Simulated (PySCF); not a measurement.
# PBE/SBKJC (core potential) run of SiH2 (SMILES [H][Si][H])

What is the energy change on altering one bond length of SiH2 at PBE/SBKJC (core potential)? 

The results are computed with PySCF 2.14.0.

9 further runs of the same task are left out: 9 set aside as unsound or not needed.

### 1 Starting point

SiH2: 3 atoms, total charge 0, spin state singlet. As SMILES, `[H][Si][H]`. The shape is that of a GFN2-xTB optimisation.

Bond lengths: Si1–H2 1.486 Å, Si1–H3 1.485 Å. Angles: H2–Si1–H3 97.1°.

### 2 A single-point energy at PBE/SBKJC (core potential)

run.py reads:

```python
# SiH2
from pyscf import gto, dft

system = gto.M(
    atom='''
Si       0.005220      -0.008160      -0.655700
H        1.110230      -0.020010       0.337410
H       -1.115450       0.028170       0.318290
''',
    max_memory=1860,
    basis='sbkjc',
    verbose=4,
    ecp={'Si': 'sbkjc'},
)

mf = dft.RKS(system)
mf.xc = 'pbe'
mf.conv_tol = 1e-10
mf.grids.level = 5
mf.kernel()
if not mf.converged:
    mf = mf.newton().run(mf.mo_coeff, mf.mo_occ)

etot = mf.e_tot
print('E(%s) = %.9f' % ('PBE', etot))
```

Run with:

```console
OMP_NUM_THREADS=1 python run.py
```

Log:

```text
PySCF version 2.14.0

[INPUT] num. atoms = 3
[INPUT] num. electrons = 6
[INPUT] charge = 0
[INPUT] spin (= nelec alpha-beta = 2S) = 0
[INPUT] symmetry False subgroup None
[INPUT] Mole.unit = angstrom
[INPUT] Symbol           X                Y                Z      unit          X                Y                Z       unit  Magmom
[INPUT]  1 Si     0.005220000000  -0.008160000000  -0.655700000000 AA    0.009864370370  -0.015420165176  -1.239093419877 Bohr   0.0
[INPUT]  2 H      1.110230000000  -0.020010000000   0.337410000000 AA    2.098030635276  -0.037813419753   0.637612491689 Bohr   0.0
[INPUT]  3 H     -1.115450000000   0.028170000000   0.318290000000 AA   -2.107895005646   0.053233584929   0.601480928188 Bohr   0.0

nuclear repulsion = 3.08755062536756
number of shells = 8
number of NR pGTOs = 22
number of NR cGTOs = 12
basis = sbkjc
ecp = {'Si': 'sbkjc'}

******** <class 'pyscf.dft.rks.RKS'> ********
method = RKS
initial guess = minao
damping factor = 0
level_shift factor = 0
DIIS = <class 'pyscf.scf.diis.CDIIS'>
diis_start_cycle = 1
diis_space = 8
diis_damp = 0
SCF conv_tol = 1e-10
SCF conv_tol_grad = None
SCF max_cycles = 50
direct_scf = True
direct_scf_tol = 1e-13
XC library pyscf.dft.libxc version 7.0.0
    S. Lehtola, C. Steigemann, M. J.T. Oliveira, and M. A.L. Marques.,  SoftwareX 7, 1–5 (2018)
XC functionals = pbe
    J. P. Perdew, K. Burke, and M. Ernzerhof.,  Phys. Rev. Lett. 77, 3865 (1996)
    J. P. Perdew, K. Burke, and M. Ernzerhof.,  Phys. Rev. Lett. 78, 1396 (1997)
    J. P. Perdew, K. Burke, and M. Ernzerhof.,  Phys. Rev. Lett. 77, 3865 (1996)
    J. P. Perdew, K. Burke, and M. Ernzerhof.,  Phys. Rev. Lett. 78, 1396 (1997)
radial grids:
    Treutler-Ahlrichs [JCP 102, 346 (1995); DOI:10.1063/1.469408] (M4) radial grids

becke partition: Becke, JCP 88, 2547 (1988); DOI:10.1063/1.454033
pruning grids: <function nwchem_prune>
grids dens level: 5
symmetrized grids: False
atomic radii adjust function: <function treutler_atomic_radii_adjust>
small_rho_cutoff = 0
Set gradient conv threshold to 1e-05
Initial guess from minao.
tot grids = 90632
init E= -4.57727544063201
  HOMO = -0.158482731822294  LUMO = -0.0827569441613398  gap/eV = 2.06060
cycle= 1 E= -4.9311542221505  delta_E= -0.354  |g|= 0.181  |ddm|= 1.88
  HOMO = -0.226195445558444  LUMO = -0.180363123624283  gap/eV = 1.24716
cycle= 2 E= -4.93868358861038  delta_E= -0.00753  |g|= 0.13  |ddm|= 0.579
  HOMO = -0.197949889734567  LUMO = -0.15252497259846  gap/eV = 1.23607
cycle= 3 E= -4.94794167613959  delta_E= -0.00926  |g|= 0.0111  |ddm|= 0.299
  HOMO = -0.198592851443989  LUMO = -0.151692451583979  gap/eV = 1.27622
cycle= 4 E= -4.94801829722268  delta_E= -7.66e-05  |g|= 0.00056  |ddm|= 0.0287
  HOMO = -0.198999318879935  LUMO = -0.151980469750476  gap/eV = 1.27945
cycle= 5 E= -4.94801850288059  delta_E= -2.06e-07  |g|= 4.93e-05  |ddm|= 0.00175
  HOMO = -0.198968060325856  LUMO = -0.151954131328064  gap/eV = 1.27931
cycle= 6 E= -4.94801850413677  delta_E= -1.26e-09  |g|= 9.58e-06  |ddm|= 0.00012
  HOMO = -0.198967857137198  LUMO = -0.151954002815147  gap/eV = 1.27931
cycle= 7 E= -4.9480185041938  delta_E= -5.7e-11  |g|= 9.56e-07  |ddm|= 2.75e-05
  HOMO = -0.198967847014097  LUMO = -0.151954029069057  gap/eV = 1.27931
Extra cycle  E= -4.94801850419384  delta_E= -3.91e-14  |g|= 9.12e-07  |ddm|= 4.69e-06
converged SCF energy = -4.94801850419384
E(PBE) = -4.948018504
```

Wall time 0.88 s (1 thread of Arm Neoverse V2, shared host); peak memory 0.15 GiB.

### 3 The distorted shape

input.py reads:

```python
from pyscf import gto, dft

mol = gto.M(
    atom=[
    ('Si', (0.565533, -0.026324, -1.142676)),
    ('H', (1.670543, -0.038174, -0.149566)),
    ('H', (-1.115450, 0.028170, 0.318290)),
],
    charge=0,
    verbose=4,
    basis='sbkjc',
    ecp={'Si': 'sbkjc'},
    max_memory=1860,
)

ks = dft.RKS(mol)
ks.xc = 'pbe'
ks.conv_tol = 1e-10
ks.grids.level = 5
ks.kernel()
if not ks.converged:
    ks = ks.newton().run(ks.mo_coeff, ks.mo_occ)

e_final = ks.e_tot
print('Final energy', e_final)
```

Run with:

```console
OMP_NUM_THREADS=1 python input.py
```

Log:

```text
PySCF version 2.14.0

[INPUT] num. atoms = 3
[INPUT] num. electrons = 6
[INPUT] charge = 0
[INPUT] spin (= nelec alpha-beta = 2S) = 0
[INPUT] symmetry False subgroup None
[INPUT] Mole.unit = angstrom
[INPUT] Symbol           X                Y                Z      unit          X                Y                Z       unit  Magmom
[INPUT]  1 Si     0.565533000000  -0.026324000000  -1.142676000000 AA    1.068702484404  -0.049745150503  -2.159344689114 Bohr   0.0
[INPUT]  2 H      1.670543000000  -0.038174000000  -0.149566000000 AA    3.156868749309  -0.072138405079  -0.282638777547 Bohr   0.0
[INPUT]  3 H     -1.115450000000   0.028170000000   0.318290000000 AA   -2.107895005646   0.053233584929   0.601480928188 Bohr   0.0

nuclear repulsion = 2.56207441541749
number of shells = 8
number of NR pGTOs = 22
number of NR cGTOs = 12
basis = sbkjc
ecp = {'Si': 'sbkjc'}

[... 56 lines left out ...]
converged SCF energy = -4.90836205852314
Final energy -4.908362058523137
```

Wall time 0.98 s (1 thread of Arm Neoverse V2, shared host); peak memory 0.15 GiB.

### 4 Outcome

Level: PBE/SBKJC (core potential).

| quantity | value |
| --- | --- |
| first shape: total energy | -4.94802 Eh |
| first shape: dipole moment | 1.65 D |
| first shape: HOMO energy | -5.41 eV |
| first shape: LUMO energy | -4.13 eV |
| first shape: HOMO–LUMO gap | 1.28 eV |
| distorted shape: total energy | -4.90836 Eh |
| distorted shape: dipole moment | 1.40 D |
| distorted shape: HOMO energy | -5.77 eV |
| distorted shape: LUMO energy | -4.39 eV |
| distorted shape: HOMO–LUMO gap | 1.38 eV |
| energy change with the Si1–H3 bond stretched from 1.485 to 2.228 Å | 1.079 eV |

One bond (distorted shape) is far stretched, which a spin-restricted single reference describes badly; a broken-symmetry solution may lie lower. With the Si1–H3 bond stretched from 1.485 to 2.228 Å the energy rises by 1.08 eV (104 kJ/mol). The first shape isn't relaxed at this level, so the change isn't measured from a minimum. A restricted reference can't describe the breaking bond well at this length. Mulliken charges (first shape) run from -0.08 on H2 to +0.17 on Si1.
